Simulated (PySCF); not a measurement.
Dissociation curve of SMILES CCl (CH3Cl). The C1–Cl5 bond (C1 also carries H, H, H; Cl5 carries nothing else) is pulled apart rigidly from the PBE0/def2-TZVP optimised geometry.

RHF/cc-pVDZ (PySCF); UHF/STO-3G = PySCF 2.14.0 with unrestricted Hartree-Fock/STO-3G; UHF/LANL2DZ = unrestricted Hartree-Fock/LANL2DZ, with its core potentials past Ne run with PySCF; UCCSD(T) = CCSD(T) on UHF/cc-pVDZ, 6 core orbitals frozen in PySCF.

Energies relative to the lowest point of each curve near equilibrium, in kJ/mol:

```tsv
R / Å	RHF	UHF/STO-3G	UHF/LANL2DZ
1.59	62.7	101.7	98.0
1.71	7.6	15.1	22.6
1.77	0.0	0.3	6.4
1.84	2.4	0.0	0.0
1.87	6.2	4.4	0.5
1.96	25.2	30.1	10.5
2.18	97.7	139.1	68.0
2.41	185.1	219.1	130.7
2.69	285.6	260.8	167.2
3.21	435.3	282.5	190.3
4.35	623.6	286.5	198.1
4.75	658.7	286.6	198.6
```

Estimate the UCCSD(T) values at these points.

1.59: 65.5; 1.71: 8.7; 1.77: 0.0; 1.84: 0.9; 1.87: 4.0; 1.96: 20.5; 2.18: 84.6; 2.41: 164.4; 2.69: 250.6; 3.21: 330.2; 4.35: 349.1; 4.75: 349.9 (kJ/mol).

The restricted form behind RHF keeps the bonding electrons paired and can't separate into open-shell fragments. The unrestricted determinant behind UHF/STO-3G is spin-contaminated at 2.18 to 6.26 Å (<S²> up to 1.0, against 0.00 for a pure singlet). The unrestricted determinant behind UHF/LANL2DZ, UCCSD(T) is spin-contaminated at 2.41 to 6.26 Å (<S²> up to 1.0, against 0.00 for a pure singlet).
